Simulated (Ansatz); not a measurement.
This geometry of C3H4Cl2 (9 atoms, charge 0, multiplicity 1) is a first-order saddle point.

Method: RKS PBE/def2-SVP in Ansatz 0.2.0.

```xyz
9
Properties=species:S:1:pos:R:3
C -0.319 -0.905 -0.660
C 0.451 0.277 -0.146
Cl 1.860 0.766 -1.066
C 0.153 0.995 0.959
Cl -1.220 0.604 1.949
H -1.370 -0.623 -0.878
H 0.140 -1.307 -1.580
H -0.353 -1.711 0.103
H 0.744 1.856 1.301
```

(1) Which two structures does it join? (They come from a converged band through this point; their orientation in space is the band's.)

(2) How far does it lie above each of them?

Results:

(1) No bond is made or broken. The dihedral H6–C1–C2–Cl3 goes from -180 to -59°. The two ends are copies of one structure, up to a mirror image or an exchange of like atoms.

First end point:

```xyz
9
Properties=species:S:1:pos:R:3
C -0.250 -1.018 -0.529
C 0.495 0.152 0.024
Cl 2.234 0.111 -0.215
C -0.008 1.222 0.678
Cl -1.703 1.427 1.002
H -1.333 -0.911 -0.335
H -0.083 -1.105 -1.622
H 0.110 -1.962 -0.068
H 0.627 2.038 1.049
```

Last end point:

```xyz
9
Properties=species:S:1:pos:R:3
C -0.391 -0.839 -0.719
C 0.349 0.336 -0.171
Cl 1.424 1.135 -1.307
C 0.288 0.847 1.078
Cl -0.721 0.184 2.327
H -1.012 -0.539 -1.588
H 0.318 -1.614 -1.079
H -1.044 -1.279 0.057
H 0.877 1.722 1.386
```

(2) 0.064 eV above the first and 0.064 eV above the second. This is the barrier of this one path; another mechanism may lie lower.

Run time: 81 s on 2 threads of Intel(R) Xeon(R) Platinum 8259CL CPU @ 2.50GHz (Skylake/Cascade Lake) (shared host), peak memory 0.16 GiB.
